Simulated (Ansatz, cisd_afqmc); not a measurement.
System: CS, charge 0, singlet. CS (methanidylidynesulfanium, SMILES [C-]#[S+]).
B3LYP-D3(BJ)/def2-TZVP minimum from Ansatz (a quantum-chemistry and plane-wave program):
```
C
S 1 1.5320
```
Charge 0, spin multiplicity 1.

Total energies in cc-pV(D+d)Z, 10 correlated electrons, 6 frozen orbitals. Radicals and triplets start from unrestricted determinants; spin-orbit coupling is neglected. Correlated methods leave the cores frozen. No relativity. The Monte Carlo rows (phaseless AFQMC, CISD trial, step 0.005/hartree) carry one-sigma bars that omit the constraint's bias. Outlying blocks are dropped, and bars are widened where a walk drifts. Over all cases where full CI ran beside it in this data, AFQMC minus full CI had a median of +0.1 mEh and passed +0.4 mEh in a tenth of the cases. The T1 diagnostic of CS ([C-]#[S+], singlet) reaches 0.025 in the sets run.

| method | program | energy (Eh) | minus CCSDTQ (mEh) |
|---|---|---|---|
| HF | Ansatz | -435.33441 | 278.97 |
| MP2 | Ansatz | -435.57867 | 34.71 |
| CCSD | Ansatz | -435.59700 | 16.38 |
| CCSD(T) | Ansatz | -435.61163 | 1.75 |
| CCSDT(Q) | Ansatz | -435.61349 | -0.11 |
| CCSDTQ | Ansatz | -435.61338 | 0.00 |
| AFQMC/CISD | cisd_afqmc | -435.6128 ± 0.0004 | 0.6 ± 0.4 |

Rough core times of Ansatz's runs on a shared machine: CCSD(T) under 20 s, CCSDT(Q) under 20 s, CCSDTQ 2 min.
